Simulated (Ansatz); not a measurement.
The input, for Ansatz 0.2.0:

```yaml
crystal:
  periodic: [false, false, false]
  atoms:
    - {symbol: P, position_ang: [0.108964, 0.742075, 1.622246]}
    - {symbol: Ge, position_ang: [-0.055910, 0.166276, -1.002174]}
    - {symbol: Si, position_ang: [0.020710, -1.308658, 0.780833]}
    - {symbol: H, position_ang: [0.103819, 1.677846, 0.615875]}
basis:
  gaussian: {orbitals: "6-31G*"}
magnetization: {spin_polarized: false, initial_magnetization: 2}
hamiltonian: {pseudopotentials: {relativity: scalar}}
correlation: {method: mp2, electrons: outside_noble_gas}
```

```sh
$ ansatz run in.yaml --threads 1 --pin off --events-out ev --progress --plain --max-ram 2393MiB
```

Output:

```
671 factors; integrals over basis functions are off by at most 7.8e-4 eV
mean field evaluation 1: about -74119.0110 eV, gradient 1.4e1 eV
mean field evaluation 2: about -74119.0520 eV, gradient 1.4e1 eV
mean field evaluation 4: about -74120.1337 eV, gradient 3.2e0 eV
mean field evaluation 8: about -74120.2593 eV, gradient 4.5e-1 eV
mean field evaluation 16: about -74120.3063 eV, gradient 4.7e-3 eV
mean field evaluation 32: about -74119.0066 eV, gradient 1.0e1 eV
mean field evaluation 64: about -74120.2116 eV, gradient 2.4e0 eV
mean field evaluation 96: about -74119.3679 eV, gradient 1.1e1 eV
mean field evaluation 128: about -74119.4052 eV, gradient 5.3e0 eV
mean field -74120.30632577 eV, -2723.8710169241 hartree, gradient 2.1e-6 eV, S^2 2.000000; 10 other end points of the search recorded, 0 dependent functions left out
mean field evaluation 160: about -74120.8014 eV, gradient 7.9e-2 eV
mean field evaluation 192: about -74120.2958 eV, gradient 9.5e-2 eV
mean field evaluation 224: about -74120.2643 eV, gradient 9.8e-1 eV
24 core orbitals not correlated: weight in the atoms' cores, before any rotation towards them, 1.000 or more for the frozen orbitals, at most 0.000 for the correlated occupied ones
reference -74120.30632577 eV, -2723.8710169241 hartree; 8, 6 occupied and 43, 45 virtual orbitals, 671 factors
second order -6.96970320 eV of doubles, -0.11830814 eV of singles
Total energy: -74127.39433711 eV, -2724.1314965364 hartree
Relativity: scalar
```

Ran on 1 thread of Arm Neoverse V2, shared host: 12 s wall, 0.19 GiB peak host memory.
